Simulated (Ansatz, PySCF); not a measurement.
This PySCF input computes a CCSD(T)/cc-pVDZ energy:

```python
from pyscf import gto, scf, mp, cc as ccmod

mol = gto.M(
    atom='''
    C     0.04971801    0.58373572   -0.00114401
    O     0.07409359   -0.58783396   -0.00094961
    H    -0.89105678    1.20025732    0.01446098
    ''',
    basis='cc-pvdz',
    charge=0,
    spin=1,
    verbose=4,
)

mf = scf.UHF(mol)
mf.conv_tol = 1e-10
mf.max_cycle = 100
mf.kernel()
mo, _, stable, _ = mf.stability(return_status=True)
if not stable:
    mf.kernel(mf.make_rdm1(mo, mf.mo_occ))
mp2 = mp.MP2(mf, frozen=2).run()
cc = ccmod.CCSD(mf, frozen=2)
cc.max_cycle = 100
cc.kernel()
et = cc.ccsd_t()
print(f'E(CCSD(T)) = {cc.e_tot + et:.9f}')
```

Task: Write an input for the same energy in Ansatz (an electronic-structure program) and say what it gives.

Result: 
Ansatz 0.2 input:
```yaml
crystal:
  periodic: [false, false, false]
  atoms:
    - {symbol: C, position_ang: [0.04971801, 0.58373572, -0.00114401]}
    - {symbol: O, position_ang: [0.07409359, -0.58783396, -0.00094961]}
    - {symbol: H, position_ang: [-0.89105678, 1.20025732, 0.01446098]}
basis:
  gaussian:
    orbitals: cc-pVDZ
magnetization: {spin_polarized: true, initial_magnetization: 1}
correlation: {method: ccsd_t, electrons: outside_noble_gas}
```
It gives -113.57564 Eh, and PySCF -113.57564 Eh, a difference of 0.00 mEh.

It need not be the lowest isomer of its formula.
